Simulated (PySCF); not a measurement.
## Stretching BH⁺

Set-up: PySCF, no relativity, basis sets B STO-3G, H STO-3G. Energies in eV from B⁺ + H in their ground configurations at the same level. State: ²Σ⁺ (doublet), unpaired electrons σ ↑.

| R (Å) | UHF-CCSD(T) | r²SCAN | LDA |
| --- | --- | --- | --- |
| 1.061 |  | -3.044 | -3.273 |
| 1.111 | -1.806 | -3.313 | -3.559 |
| 1.160 | -1.980 | -3.470 | -3.734 |
| 1.197 | -2.052 | -3.529 | -3.807 |
| 1.234 | -2.082 | -3.546 | -3.838 |
| 1.271 | -2.077 | -3.529 | -3.834 |
| 1.320 | -2.028 | -3.461 | -3.785 |
| 1.382 | -1.913 | -3.322 | -3.668 |
| 1.456 | -1.724 | -3.101 | -3.471 |
| 1.555 |  | -2.757 | -3.150 |

Question: Put a parabola through the three lowest points of the UHF-CCSD(T) curve and estimate Re, k and ωe (reduced mass 0.9233 u; 1 eV/Å² = 0.16022 mdyn/Å; ωe = 1302.8·√(k/μ) cm⁻¹).

Answer: Through R = 1.197, 1.234, 1.271 Å the second-order coefficient is 12.8 eV/Å², so Re ≈ 1.247 Å, k ≈ 4.10 mdyn/Å and ωe ≈ 2744 cm⁻¹. A polynomial fit of higher order to the unrounded UHF-CCSD(T) energies gives Re = 1.247 Å, k = 3.78 mdyn/Å, ωe = 2635 cm⁻¹; anharmonicity and rounding make the difference.

The higher-order fit for each curve: UHF-CCSD(T): Re = 1.247 Å, ωe = 2635 cm⁻¹, De = 2.08 eV; r²SCAN: Re = 1.233 Å, ωe = 2743 cm⁻¹, De = 3.55 eV; LDA: Re = 1.248 Å, ωe = 2642 cm⁻¹, De = 3.84 eV.

Correlated steps freeze 1 core orbital. For an ion De counts to the pair picked by the measured ionisation energies or electron affinities, which need not be the lowest pair at this level. STO-3G is very small, so such numbers show the basis as much as the molecule. The state is the lowest determinant that a PBE0 search found; another state may lie lower at other levels.
